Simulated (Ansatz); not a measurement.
Input for Ansatz (development build ahead of 0.2.0):

```yaml
crystal:
  periodic: [false, false, false]
  atoms:
    - { symbol: C, position_ang: [0.02087, 0.00616, -0.71372] }
    - { symbol: C, position_ang: [-0.02473, 0.02892, 0.63997] }
    - { symbol: C, position_ang: [-0.00292, 1.18005, -1.50647] }
    - { symbol: C, position_ang: [0.03604, -1.23609, 1.49416] }
    - { symbol: H, position_ang: [-0.02094, -0.97319, -1.15013] }
    - { symbol: H, position_ang: [0.00534, 0.95372, 1.14475] }
    - { symbol: H, position_ang: [0.01823, 2.18513, -0.94979] }
    - { symbol: H, position_ang: [0.92897, 1.24834, -2.20771] }
    - { symbol: H, position_ang: [-0.91262, 1.28066, -2.21603] }
    - { symbol: H, position_ang: [0.00241, -2.16235, 0.87722] }
    - { symbol: H, position_ang: [0.86237, -1.20603, 2.18889] }
    - { symbol: H, position_ang: [-0.90137, -1.20589, 2.1972] }
basis:
  gaussian: { orbitals: def2-TZVP }
hamiltonian:
  xc: hf
```

The input is written out in the form of the current development build from the run's settings.

Results

```json
{
  "Converged": "yes",
  "Total energy": "-156.14525 hartree",
  "Spin squared of the determinant": "0.000"
}
```
